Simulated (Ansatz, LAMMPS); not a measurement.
Ladder of methods for the bulk modulus B0 of hcp Ti

Reference value: 108 GPa (measured, zero-point energy and finite temperature contributions removed; as tabulated in doi:10.1021/acs.jctc.3c00612).

```tsv
level (code)	value (GPa)	cell (Å³/atom)
Lennard-Jones uff-vdw (LAMMPS)	0.4	20.77
LDA (Ansatz)	127	16.11
PBE (Ansatz)	…	17.39
PBEsol (Ansatz)	119	16.73
r²SCAN (Ansatz)	117	17.31
```

Complete the blanks.


- PBE (Ansatz, a quantum-chemistry and plane-wave program), value (GPa): 112

Errors against the reference: Lennard-Jones uff-vdw -100 %, LDA +17.6 %, PBE +3.7 %, PBEsol +10.2 %, r²SCAN +8.3 %.

Leaving aside Lennard-Jones uff-vdw, which can be fitted to such values or carry a doubt: The best agreement in this table is that of PBE (+3.7 %). Farthest off: LDA (+17.6 %). Of these only PBE lands within 5 %. All 4 levels lie above the reference.

Lennard-Jones uff-vdw: this is a force field's van der Waals term alone, without bonds or charges. Each level is taken at its own relaxed cell. Cutoffs differ between the levels. Ansatz's density-functional and Hartree–Fock values are scalar-relativistic unless marked +SOC, with PAW data made under PBE.

Differences are worked out from the printed values.
